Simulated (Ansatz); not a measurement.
# Trigonal Se

All values below come from PBE+SOC in Ansatz (PAW).

Numerical settings: plane-wave cutoff 520 eV, 12×12×8 k mesh (along the axes of the cell as run), Fermi–Dirac smearing 0.01 eV, PAW data made under PBE.

Cell: measured lattice: a = b = 4.366 Å, c = 4.954 Å, α = β = 90.00°, γ = 120.00°.

```yaml
band_gap: 1.00 eV (indirect)
smallest_direct_gap_on_the_k_points_sampled: 1.12 eV
direct gap at Γ: 2.24 eV
```

Note: cell and atoms aren't relaxed at this level (largest force component 0.44 eV/Å, pressure 3.0 GPa).

The result took about 7 core-minutes (a rough figure).

Ansatz is a first-principles code.
